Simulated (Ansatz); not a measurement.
This script for a single point from an input written key by key of C2F2O, SMILES O=C=C(F)F with the Ansatz DFT code, driven from Python holds a mistake.

`deck_c2f2o.py`
```python
"""Run C2F2O from an input written out key by key."""

import ansatz as az
import numpy as np

deck = {
    "crystal": {
        "periodic": [False, False, False],
        "atoms": [
            {"symbol": "O", "position_ang": [1.9387, 0.0127, -0.4587]},
            {"symbol": "C", "position_ang": [0.793, 0.0052, -0.1876]},
            {"symbol": "C", "position_ang": [-0.4703, -0.0031, 0.1113]},
            {"symbol": "F", "position_ang": [-1.1317, 1.1598, 0.2957]},
            {"symbol": "F", "position_ang": [-1.1297, -1.1746, 0.2394]},
        ],
        "charge": 1,
    },
    "basis": {"gaussian": {"orbitals": "def2-SVP"}},
    "hamiltonian": {"xc": "pbe0"},
    "output": {"forces": True},
}
session = az.Session.from_dict(deck)
report = session.plan(threads=1).execute().report

for key in ("converged", "free_energy_ev", "reference_energy_ev", "n_frozen", "n_occupied", "n_virtual"):
    print(f"{key:22s} {report[key]}")
symbols = ["O", "C", "C", "F", "F"]
state = report["mean_field"]["state"]
print(f"mean field: {state['energy']['hartree']:.7f} Ha, <S^2> = {abs(state['spin_squared']):.4f}, stability: {state.get('stability', {}).get('kind')}")

print("forces (eV/A)")
for symbol, f in zip(symbols, report["forces_ev_ang"]):
    print(f"  {symbol:2s} {f[0]:9.4f} {f[1]:9.4f} {f[2]:9.4f}")
charges = report["charge_distribution"]
dipole = np.array(charges["dipole_moment_e_ang"]) * 4.803205
print("dipole (D): {:.3f} {:.3f} {:.3f}, length {:.3f}".format(*dipole, np.linalg.norm(dipole)))
print("atom  Mulliken   Lowdin")
for symbol, m, l in zip(symbols, charges["mulliken_charges_e"], charges["lowdin_charges_e"]):
    print(f"{symbol:4s} {m:9.3f} {l:8.3f}")
```

Output of `python deck_c2f2o.py`:
```text
Traceback (most recent call last):
  File "deck_c2f2o.py", line 22, in <module>
    session = az.Session.from_dict(deck)
ansatz.RefusalError: crystal.charge: unknown field `charge`, expected one of checkpoint, saddle_side, structure_sha256, lattice, periodic, space_group, setting, atoms, reduce_to_primitive, conventional_axes, supercell, defects, symmetry, host
```

Why does it end like this?

The fault: charge in wrong section. The correction:

```diff
--- before
+++ after
@@ -15,3 +15,2 @@
         ],
-        "charge": 1,
     },
```

With that change:

Output of `python deck_c2f2o.py`:
```text
converged              True
free_energy_ev         -9534.913996091283
reference_energy_ev    -9534.913996091283
n_frozen               0
n_occupied             [19, 19]
n_virtual              [51, 51]
mean field: -350.4016264 Ha, <S^2> = 0.0000, stability: minimum
forces (eV/A)
  O    -1.0465   -0.0068    0.2477
  C     2.6300    0.0172   -0.6224
  C    -1.9670   -0.0113    0.4654
  F     0.1935   -1.5514   -0.0829
  F     0.1899    1.5523   -0.0078
dipole (D): -0.054 -0.001 0.013, length 0.056
atom  Mulliken   Lowdin
O       -0.079    0.188
C        0.167   -0.143
C        0.288   -0.252
F       -0.188    0.104
F       -0.188    0.104
```

Reading the output:
- Total energies depend on the basis set; only differences at equal settings carry meaning.
- The geometry is a force-field or estimated start, not a minimum of this method, and the basis set is short of its limit.
- The Löwdin charges here are taken after orthogonalising the functions within each atom; they differ from plain Löwdin charges, and their signs can be unphysical.
- Timing: 1.9 s on 1 thread of Arm Neoverse V1 (shared host), peak memory 0.17 GiB.

(Lines on the test bed's own set-up are left out of the output.)
